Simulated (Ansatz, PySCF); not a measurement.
Species: C3H5, charge 0, multiplicity 2. It need not be the lowest isomer of its formula. 
Coordinates optimised at B3LYP-D3(BJ)/def2-TZVP (Ansatz, a first-principles code):
```xyz
8

C      0.0011     0.8829    -0.0327
C      0.7658    -0.3607     0.0513
C     -0.7666    -0.3587     0.0522
H      0.0017     1.6893    -0.7486
H      1.2944    -0.7185    -0.8271
H      1.2504    -0.6199     0.9873
H     -1.2508    -0.6168     0.9889
H     -1.2972    -0.7153    -0.8255
```
Charge 0, spin multiplicity 2.

Total electronic energies in hartree. Cores are frozen in the correlated levels unless marked. UHF or UKS for open shells. No spin-orbit coupling. Non-relativistic. Basis-set limits of correlation are two-point, X^-3; Hartree-Fock from the larger set. [CCSD(T)-MP2]/basis is that difference in the basis named.

```json
[
 {"level": "PBE-D3(BJ)/def2-TZVPD", "program": "Ansatz + dftd3", "energy (Eh)": "-117.09628"},
 {"level": "revPBE/def2-TZVPD", "program": "Ansatz", "energy (Eh)": "-117.22565"},
 {"level": "BP86-D3(BJ)/def2-TZVPD", "program": "PySCF + dftd3", "energy (Eh)": "-117.26003"},
 {"level": "TPSS-D4/def2-TZVPD", "program": "PySCF + dftd4", "energy (Eh)": "(withheld)"},
 {"level": "M06-L/def2-TZVPD", "program": "PySCF", "energy (Eh)": "-117.24589"},
 {"level": "B3LYP/def2-TZVPD", "program": "PySCF", "energy (Eh)": "(withheld)"},
 {"level": "BHLYP-D4/def2-TZVPD", "program": "Ansatz + dftd4", "energy (Eh)": "-117.18446"},
 {"level": "PW6B95-D4/def2-TZVPD", "program": "PySCF + dftd4", "energy (Eh)": "-117.41178"},
 {"level": "CAM-B3LYP/def2-TZVPD", "program": "Ansatz", "energy (Eh)": "-117.18491"},
 {"level": "LC-wPBE-D3(BJ)/def2-TZVPD", "program": "Ansatz + dftd3", "energy (Eh)": "-117.18677"},
 {"level": "LC-wPBE/def2-TZVPD", "program": "Ansatz", "energy (Eh)": "-117.18328"},
 {"level": "wB97X-V/def2-TZVPD", "program": "Ansatz", "energy (Eh)": "-117.22035"},
 {"level": "SCS-MP2/aug-cc-pVDZ", "program": "Ansatz", "energy (Eh)": "-116.82895"},
 {"level": "CCSD(T)/6-31G", "program": "Ansatz", "energy (Eh)": "-116.65223"},
 {"level": "RI-MP2/CBS(cc-pVTZ,cc-pVQZ)+[CCSD(T)-MP2]/cc-pVTZ", "program": "Ansatz", "energy (Eh)": "-117.0457"}
]
```

Question: What belongs in the gaps?

Answer: 
- TPSS-D4/def2-TZVPD, energy (Eh): -117.28844
- B3LYP/def2-TZVPD, energy (Eh): -117.26157
